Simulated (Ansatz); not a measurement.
[S4]2- (S4²⁻), 4 atoms. Hardware: 4 threads of Intel Xeon Platinum 8488C on a shared host.

Correlated methods freeze 20 core orbitals. A multiply charged anion in the gas phase is held together partly by the finite basis.

How many basis functions does each of these Ansatz runs have, and roughly what does it cost? HF/STO-3G, charge -2 singlet, energy; BHLYP-D4/def2-TZVPD, charge -2 singlet, energy, from earlier orbitals; PBE-D4/def2-SVPD, charge -2 singlet, energy, from earlier orbitals; r2SCAN0-D4/def2-TZVPD, charge -2 singlet, energy, from earlier orbitals; PBE-D4/def2-TZVPD, charge -2 triplet at the geometry of the charge -2 singlet, energy, from earlier orbitals; PBE0-D4/def2-TZVPD, charge -2 triplet at the geometry of the charge -2 singlet, energy; MP2/def2-TZVPD, charge -2 singlet, energy, from earlier orbitals; RPA@PBE/def2-TZVPD, charge -2 singlet, energy, from earlier orbitals; PBE-D4/def2-TZVPD, charge -2 singlet, energy, from earlier orbitals; PBE0-D4/def2-SVP, charge -2 singlet, energy with a search over starts; CCSD(T)/def2-TZVPPD, charge -2 singlet, energy, from earlier orbitals; HF/def2-TZVPD, charge -2 singlet, energy, from earlier orbitals.

Other jobs shared the machine, so times can vary by a factor of up to 3. A dash marks memory too small to be measured apart from the calling script's.

```tsv
run	functions	fitting or Cholesky vectors	wall time	peak host memory (GiB)
HF/STO-3G, charge -2 singlet, energy	36	382	0.1 s	–
PBE0-D4/def2-SVP, charge -2 singlet, energy with a search over starts	72	642	0.45 s	–
PBE-D4/def2-SVPD, charge -2 singlet, energy, from earlier orbitals	108	1080	0.6 s	–
PBE-D4/def2-TZVPD, charge -2 singlet, energy, from earlier orbitals	184	1172	0.75 s	–
HF/def2-TZVPD, charge -2 singlet, energy, from earlier orbitals	184	1516	0.95 s	–
MP2/def2-TZVPD, charge -2 singlet, energy, from earlier orbitals	184	1111	1.1 s	–
RPA@PBE/def2-TZVPD, charge -2 singlet, energy, from earlier orbitals	184	1111	1.6 s	–
BHLYP-D4/def2-TZVPD, charge -2 singlet, energy, from earlier orbitals	184	1380	1.6 s	–
r2SCAN0-D4/def2-TZVPD, charge -2 singlet, energy, from earlier orbitals	184	1260	2 s	0.55
PBE-D4/def2-TZVPD, charge -2 triplet at the geometry of the charge -2 singlet, energy, from earlier orbitals	184	1172	3.8 s	–
PBE0-D4/def2-TZVPD, charge -2 triplet at the geometry of the charge -2 singlet, energy	184	1260	5.5 s	0.78
CCSD(T)/def2-TZVPPD, charge -2 singlet, energy, from earlier orbitals	204	1199	20 s	2.3
```
